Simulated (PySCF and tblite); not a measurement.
C3H8O, numbered as in [CH3:1][CH2:2][O:3][CH3:4]. Geometries PBE0-D3(BJ)/def2-SVP; weights from PBE0-D3(BJ)/def2-TZVP energies and GFN2-xTB thermal corrections, with symmetry numbers and mirror pairs. Conformers within 4 kcal/mol (GFN2-xTB free energy) were kept, 5 at most. GIAO shieldings: PBE0/pcSseg-1. Shifts are against TMS (¹H), TMS (¹³C) at the same level. Run with PySCF (density fitting) and tblite.

Torsions listed: C1–C2–O3–C4. Of a mirror pair one member is shown.

Two conformers hold nearly all the population. I: 73°; δ(H2) = 3.41 ppm. II: 180°; δ(H2) = 3.09 ppm. The average over the ensemble at 298.15 K is 3.13 ppm.

(1) What populations and free-energy difference follow from a two-state model?

Results:

(1) p(I) = (3.13 − 3.09)/(3.41 − 3.09) = 0.12, so K = p(II)/p(I) = 7.00 and G(II) − G(I) = −RT ln K = -1.15 kcal/mol. One of the two counts twice, as a mirror pair, which this difference holds. The weights computed directly are 14.1 % and 85.9 %.
